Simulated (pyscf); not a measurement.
Structures and frequencies: ωB97X-D3(BJ)/def2-SVP in PySCF.

PBE/def2-TZVP puts the barrier of O=Ta(=O)–Cl + ammonia (NH₃) → H₂N–Ta(=O)(OH)–Cl (addition across a multiple bond or ene-type step; singlet surface; H–N broken, H–O, N–Ta formed) at -27.0 kcal/mol and the reaction energy at -68.3 kcal/mol, from the separated reactants. What do PBE0-D3(BJ)/def2-TZVP, M06-2X/def2-TZVP, ωB97M-D3(BJ)/def2-TZVP give on the same structures?

PBE0-D3(BJ): ΔE‡ = -30.0 kcal/mol, ΔE = -75.3 kcal/mol; M06-2X: ΔE‡ = -30.8 kcal/mol, ΔE = -79.3 kcal/mol; ωB97M-D3(BJ): ΔE‡ = -28.0 kcal/mol, ΔE = -75.6 kcal/mol. PBE's barrier lies over all of them, by 1.1 to 3.8 kcal/mol. Its reaction energy lies over all of them, by 7.0 to 11.0 kcal/mol. On the reactant side the descent ends in an adduct with a N–Ta contact, 58.4 kcal/mol under the separated species and 26.9 kcal/mol under the saddle at ωB97X-D3(BJ)/def2-TZVP. At PBE, PBE0-D3(BJ), M06-2X, ωB97M-D3(BJ) the saddle lies under the separated reactants, which points to a path from their complex (located at ωB97X-D3(BJ) alone). What is counted as formed (N–Ta) is already present as a longer contact in the reactant adduct; forming that adduct is a step of its own. At the saddle there is also a short H–Ta contact that neither side keeps. At ωB97X-D3(BJ)/def2-TZVP the barrier from the zero used here is -31.6 kcal/mol. One saddle was located; it need not be the lowest between these sides. Elements past Kr carry the def2 core potentials, without spin-orbit coupling.
